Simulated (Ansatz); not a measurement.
## Property card for GaReSi

Theory: DFT PBE, scalar-relativistic, plane waves, PAW (Ansatz).

Plane waves to 420 eV, a k mesh through Γ of 12×12×6 on the computed 6-atom cell and Gaussian smearing (0.01 eV); no spin polarisation.

The structure is relaxed at this level of theory with its symmetry kept. Whether it is the stable form of this composition wasn't checked.

```
Ga Si Re
1.0
     3.21031    0.00000    0.00000
     0.00000    3.21031    0.00000
     0.00000    0.00000    8.11543
Ga Si Re
2 2 2
Direct
  0.50000 0.00000 0.91366
  0.00000 0.50000 0.08634
  0.00000 0.50000 0.41552
  0.50000 0.00000 0.58448
  0.00000 0.50000 0.72877
  0.50000 0.00000 0.27123
```

```json
{
 "Space group": "P4/nmm (No. 129)",
 "Volume per atom": "13.94 Å³",
 "Formation energy from the elements' standard states (uncorrected)": "-0.291 eV/atom",
 "Kohn–Sham band gap": "0.16 eV",
 "Löwdin character of the top 1 eV of the valence band": "Re 5d 78 %, Ga 4p 11 %",
 "Löwdin character of the lowest 1 eV of the conduction band": "Re 5d 57 %, Ga 4p 16 %, Si 3p 11 %, Ga 4s 9 %",
 "Bader charges (e)": "Ga (2 in the cell) 0.24, Si (2 in the cell) 0.41, Re (2 in the cell) -0.65"
}
```

Spin-orbit coupling is left out, which matters for the bands of heavy elements.

Cost: 1 run of about 1.9 core-minutes, on Intel Xeon Platinum 8488C (Sapphire Rapids) (shared hosts).